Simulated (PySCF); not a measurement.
**H₃NF−, an ion with solvent molecules: interaction energy**

An exercise on one series of results from a longer session: the logs are not shown, and one member is left open.

Computed with PySCF 2.14.0; each step states its level. No surroundings beyond the atoms listed, unless a continuum is named. Atoms count from 0, parts from 1.

## Starting point

5 atoms, charge -1, multiplicity 1; geometry: GFN2-xTB. Parts: 1 = atom 0, `[F-]`, charge -1; 2 = atoms 1–4, `N`, charge 0.

The first run:

Job settings and geometry (Å):

```
{"job": {"xc": "PBE0", "basis": "def2-TZVPD", "d3": "d3bj", "grid": 3, "kind": "geom", "shake": 0.01}, "charge": -1, "multiplicity": 1, "parts": [{"atoms": "0-0", "charge": -1, "multiplicity": 1}, {"atoms": "1-4", "charge": 0, "multiplicity": 1}]}
F      0.197243    -0.001521    -0.114408
N     -1.174393     1.248874    -2.073535
H     -1.648902     1.983102    -1.542644
H     -1.855143     0.559595    -2.258830
H     -0.544824     0.774674    -1.372558
```

The run is started by

```console
$ OMP_NUM_THREADS=1 python cluster_run.py task.json out
```

The driver reads the jobs from task.json and runs them one after another.

Among the steps run: Relaxing the molecule at PBE0-D3(BJ)/def2-TZVPD; Coupled-cluster interaction energy: CCSD(T) and MP2, 1.57 Å; Coupled-cluster interaction energy: CCSD(T) and MP2, 1.65 Å; Coupled-cluster interaction energy: CCSD(T) and MP2, 1.73 Å; Coupled-cluster interaction energy: CCSD(T) and MP2, 1.49 Å; Coupled-cluster interaction energy: CCSD(T) and MP2, 1.96 Å; Coupled-cluster interaction energy: CCSD(T) and MP2, 1.41 Å; Coupled-cluster interaction energy: CCSD(T) and MP2, 2.35 Å; Coupled-cluster interaction energy: CCSD(T) and MP2, 3.14 Å.

One table of the session follows, with a row left open; its other results are not shown here.

It belongs to the step «Coupled-cluster interaction energy: CCSD(T) and MP2, 3.14 Å». 

```
                 method  interaction energy (kcal/mol)
         HF/aug-cc-pVDZ                          -5.83
        MP2/aug-cc-pVDZ                          -5.95
       CCSD/aug-cc-pVDZ                          -5.87
    CCSD(T)/aug-cc-pVDZ                          -5.91
         HF/aug-cc-pVQZ                          -5.85
        MP2/aug-cc-pVQZ                              ?
    SCS-MP2/aug-cc-pVQZ                          -5.95
      MP2, extrapolated                          -6.08
CCSD(T), limit estimate                          -6.04
```

Estimate the missing values for MP2/aug-cc-pVQZ.

**Answer.** interaction energy (kcal/mol): -6.06. In the column «interaction energy (kcal/mol)» it lies between MP2, extrapolated (-6.08) and CCSD(T), limit estimate (-6.04).
